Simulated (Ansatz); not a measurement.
Input file:

```yaml
crystal:
  periodic: [false, false, false]
  atoms:
    - {symbol: B, position_ang: [0.000000, -0.110918, 0.614408]}
    - {symbol: B, position_ang: [0.000000, -0.110918, -0.970674]}
    - {symbol: H, position_ang: [0.000000, 3.538154, 2.628483]}
    - {symbol: H, position_ang: [0.000000, -1.158786, 1.192770]}
basis:
  gaussian: {orbitals: STO-3G}
magnetization: {spin_polarized: false, initial_magnetization: 2}
correlation: {method: fic_mrcisd_q_relaxed, electrons: all, active_space: {window: {electrons: 10, orbitals: 8}}}
```

```sh
$ ansatz run in.yaml --threads 1 --pin off --events-out ev --progress --plain --max-ram 2393MiB
```

The program prints:

```
148 factors; integrals over basis functions are off by at most 2.5e-4 eV
mean field evaluation 1: about -1333.9579 eV, gradient 1.1e1 eV
mean field evaluation 2: about -1333.9638 eV, gradient 1.1e1 eV
mean field evaluation 4: about -1345.5649 eV, gradient 3.7e0 eV
mean field evaluation 8: about -1345.7465 eV, gradient 8.3e-1 eV
mean field evaluation 16: about -1345.7984 eV, gradient 3.0e-5 eV
mean field evaluation 32: about -1343.1437 eV, gradient 5.2e0 eV
mean field evaluation 64: about -1345.1659 eV, gradient 1.5e-4 eV
mean field evaluation 96: about -1345.0760 eV, gradient 6.5e0 eV
mean field evaluation 128: about -1345.1535 eV, gradient 8.3e-1 eV
mean field evaluation 160: about -1345.9315 eV, gradient 2.3e-6 eV
mean field -1346.29568661 eV, -49.4754539310 hartree, gradient 1.4e-6 eV, S^2 2.000000; 12 other end points of the search recorded, 0 dependent functions left out
reference -1346.29568661 eV, -49.4754539310 hartree; 7, 5 occupied and 5, 7 virtual orbitals, 148 factors
state -1348.47510527 eV, -49.5555460893 hartree
...
contracted CI cycle  12: correlation -1.04347047 eV, -0.0383468326 hartree, residual 4.46e-2 eV
contracted CI cycle  13: correlation -1.04352884 eV, -0.0383489775 hartree, residual 4.30e-2 eV
contracted CI cycle  14: correlation -1.04358416 eV, -0.0383510106 hartree, residual 3.65e-2 eV
contracted CI cycle  15: correlation -1.04361699 eV, -0.0383522170 hartree, residual 2.61e-2 eV
contracted CI cycle  16: correlation -1.04363274 eV, -0.0383527959 hartree, residual 1.74e-2 eV
contracted CI cycle  17: correlation -1.04364020 eV, -0.0383530701 hartree, residual 1.28e-2 eV
contracted CI cycle  18: correlation -1.04364337 eV, -0.0383531866 hartree, residual 6.83e-3 eV
contracted CI cycle  19: correlation -1.04364417 eV, -0.0383532160 hartree, residual 3.68e-3 eV
contracted CI cycle  20: correlation -1.04364440 eV, -0.0383532242 hartree, residual 2.13e-3 eV
contracted CI cycle  21: correlation -1.04364449 eV, -0.0383532275 hartree, residual 1.28e-3 eV
state -1348.27121409 eV, -49.5480532266 hartree; corrected -1349.36738285 eV, -49.5883366858 hartree
state -1348.47510527 eV, -49.5555460893 hartree; corrected -1350.29472663 eV, -49.6224159411 hartree
WARN: 1 active orbitals are nearly empty or full. The corrections depend on them more than the energy does, and are more stable in an active space without them
Total energy: -1350.29472663 eV, -49.6224159411 hartree
```

Ran on 1 thread of Intel Xeon 6975P-C, shared host: 8.5 s wall, 0.28 GiB peak host memory.
